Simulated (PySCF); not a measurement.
CH, SMILES [CH] (connectivity only; charge and spin as stated), charge +1, multiplicity 1.

Geometry: PBE0-D3(BJ)/def2-TZVPD.

These are PBE/def2-TZVPD run with PySCF values and carry that method's errors.

Isolated molecule, no solvent.

Task: Estimate the frontier levels, gap, dipole moment and polarisability. (An estimate is asked for; the answer gives what the named calculation found.)

Result: 
```yaml
highest_occupied_level: -18.27 eV
lowest_empty_level: -16.12 eV
orbital_gap: 2.15 eV
dipole_moment_about_the_centre_of_nuclear_charge: 1.40 D
mean_static_polarisability: 7.9 bohr³ (1.17 Å³)
polarisability_principal_values: 7.5, 7.5, 8.7 bohr³
```
